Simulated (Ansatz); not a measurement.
A nudged elastic band was laid between two geometries of AlH3O2 (6 atoms, charge 0, multiplicity 1).

Level of theory: RKS PBE0-D4/def2-SVP (Ansatz 0.2.0).

| Property | Result |
| --- | --- |
| movable images | 9 |
| climbing image | yes |
| spring | 5.0 eV/Å² |
| optimiser | quadratic models (default) |
| start path | IDPP |
| force threshold | 0.5 eV/Å |
| iteration limit | 60 |
| end points | relaxed |

First end point:

```xyz
6
Properties=species:S:1:pos:R:3
O -1.287 -0.298 -0.747
Al 0.271 0.291 -0.421
O 1.106 0.053 1.037
H -1.881 -0.813 -0.201
H 0.989 1.113 -1.546
H 0.845 -0.410 1.832
```

Last end point:

```xyz
6
Properties=species:S:1:pos:R:3
O -1.289 -0.569 -0.122
Al 0.208 0.216 -0.315
O 1.312 0.181 0.972
H -1.990 -0.619 -0.773
H 0.634 0.978 -1.624
H 1.168 -0.251 1.815
```

(1) What changes between the two ends?

(2) What energy profile does the band end with?

(3) What is the geometry of the highest image?

The band took 2 iterations and about 40 core-seconds.

## Answers

(1) No bond is made or broken. The dihedral H4–O1–Al2–O3 changes from 0 to -180° by way of a nearly straight angle H4–O1–Al2 (up to 178°), not by a turn about the bond.

(2) The forces met the threshold. The highest image is number 5 of 0 to 10, 0.071 eV above the first end and 0.090 eV above the last; the last end lies 0.019 eV below the first. The threshold of 0.5 eV/Å is loose, so the images may lie well off the minimum-energy path. The order of the stationary point at the top wasn't checked.

| image | path coordinate (Å) | energy (eV) | angle H4–O1–Al2 (°) |
| --- | --- | --- | --- |
| 0 | 0.00 | 0.000 | 130 |
| 1 | 0.12 | 0.007 | 138 |
| 2 | 0.23 | 0.025 | 148 |
| 3 | 0.35 | 0.048 | 159 |
| 4 | 0.47 | 0.066 | 170 |
| 5 | 0.58 | 0.071 | 178 |
| 6 | 0.70 | 0.060 | 165 |
| 7 | 0.82 | 0.036 | 154 |
| 8 | 0.93 | 0.009 | 144 |
| 9 | 1.05 | -0.012 | 134 |
| 10 | 1.16 | -0.019 | 126 |

(3) 
```xyz
6
Properties=species:S:1:pos:R:3
O -1.242 -0.428 -0.396
Al 0.265 0.270 -0.379
O 1.254 0.147 0.985
H -2.106 -0.815 -0.444
H 0.803 1.058 -1.624
H 1.067 -0.297 1.812
```

Time of the run: 39 s on 1 CPU thread of a shared host.
